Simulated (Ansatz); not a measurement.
Geometry optimisation, UKS r2SCAN/def2-SVP (Ansatz).

The input (input.yaml):

```yaml
crystal:
  periodic: [false, false, false]
  atoms:
    - { symbol: O, position_ang: [-1.79893, -0.43426, -0.88607] }
    - { symbol: Al, position_ang: [-0.25221, 0.11401, -0.75518] }
    - { symbol: Si, position_ang: [0.9317, 0.05807, 1.3138] }
    - { symbol: H, position_ang: [-2.68924, -0.74014, -0.98989] }
    - { symbol: H, position_ang: [0.26, 0.62322, -2.14152] }
    - { symbol: H, position_ang: [0.61925, 0.99097, 2.42356] }
    - { symbol: H, position_ang: [1.09996, -1.21061, 2.06597] }
magnetization:
  spin_polarized: true
  initial_magnetization: 1
basis:
  gaussian: { orbitals: def2-SVP }
hamiltonian:
  xc: r2scan
relax:
  f_tol: 0.015
  max_steps: 40
output:
  orbitals: {}
```

Command:

```bash
$ ansatz run input.yaml --threads 2 --pin off --max-ram 3072MiB --backend cpu --events-out ev --progress --plain --runs-dir out
```

Problem. Where does it end, and by what steps?

Solution. The forces met the threshold. After 18 steps the energy has fallen by 0.356 eV; H6 moved furthest, 1.30 Å.

```
step  energy less start (eV)  largest force component (eV/Å)  accepted
   0                  0.0000                           0.763       yes
   1                 -0.0887                           0.349       yes
   2                 -0.0953                           0.138       yes
   3                 -0.1137                           0.194       yes
   4                 -0.1440                           0.083       yes
   5                 -0.1532                           0.094       yes
   6                 -0.1838                           0.223       yes
   7                 -0.2071                           0.489       yes
   8                 -0.2457                           0.164       yes
   9                 -0.2609                           0.146       yes
  10                 -0.2733                           0.086       yes
  11                 -0.2793                           0.205       yes
  12                 -0.2029                           2.394        no
  13                 -0.3031                           0.497       yes
  14                 -0.3276                           0.474       yes
  15                 -0.3474                           0.248       yes
  16                 -0.3518                           0.192       yes
  17                 -0.3541                           0.112       yes
  18                 -0.3558                           0.012       yes
```

```xyz
7
Properties=species:S:1:pos:R:3
O -1.769 -0.642 -1.251
Al -0.429 0.296 -0.767
Si 0.592 -0.020 1.370
H -2.222 -1.337 -0.767
H 0.076 1.366 -1.812
H 1.768 0.757 1.865
H 0.155 -1.019 2.392
```

Whether the end is a true minimum wasn't checked by a vibrational analysis.

Time of the run: 66 s on 2 threads of Arm Neoverse V2, on a shared host, peak memory 0.2 GiB.
